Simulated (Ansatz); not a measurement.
A run for Ansatz (a first-principles code): R-B97M-V/def2-TZVPPD on CH4O (SMILES CO). Files ending in .json are basis or fitting sets from the Basis Set Exchange.

Ansatz 0.2 input:
```yaml
crystal:
  periodic: [false, false, false]
  atoms:
    - {symbol: O, position_ang: [-1.45717791, 0.32125918, -0.10217505]}
    - {symbol: H, position_ang: [-0.51294591, 0.29746218, -0.30631005]}
    - {symbol: C, position_ang: [-1.97310791, -0.96674682, -0.36751405]}
    - {symbol: H, position_ang: [-3.03098791, -0.95172382, -0.11881805]}
    - {symbol: H, position_ang: [-1.87765291, -1.24812982, -1.41896505]}
    - {symbol: H, position_ang: [-1.49587891, -1.74173182, 0.23773695]}
basis:
  gaussian:
    orbitals: def2-TZVPPD.json
hamiltonian:
  xc: {name: B97M-V}
scf: {lower_state_search: off}
```

Program output:

```
WARN ansatz: RAYON_NUM_THREADS=1 ignored (pool sized by the plan → 1); use --threads N
Functional definition: B97M-V
these checks for a lower state are left out or cut short: stability, starts, cluster_reference, orbital_swaps, neighbouring_geometries, increment
integrals: 0.04 GiB planned
594 factors; their error is unknown
mean field: 0.46 GiB planned
mean field evaluation 1: about -3144.3067 eV, gradient 5.2e1 eV
mean field evaluation 2: about -3134.9734 eV, gradient 8.5e1 eV
mean field evaluation 4: about -3149.6232 eV, gradient 4.5e0 eV
mean field evaluation 8: about -3149.6675 eV, gradient 2.0e-2 eV
mean field evaluation 16: about -3149.6452 eV, gradient 6.1e-5 eV
mean field -3149.64519692 eV, -115.7473260807 hartree, gradient 2.5e-6 eV, S^2 0.000000; 0 other end points of the search recorded, 0 dependent functions left out
reference -3149.64525334 eV, -115.7473281540 hartree; 9, 9 occupied and 136, 136 virtual orbitals, 594 factors
Total energy: -3149.64525334 eV, -115.7473281540 hartree
Checks for a lower state left out: stability, starts, cluster_reference, orbital_swaps, neighbouring_geometries, increment
```

Self-consistency was reached.

Cost: around 2.5 core-seconds (rough).
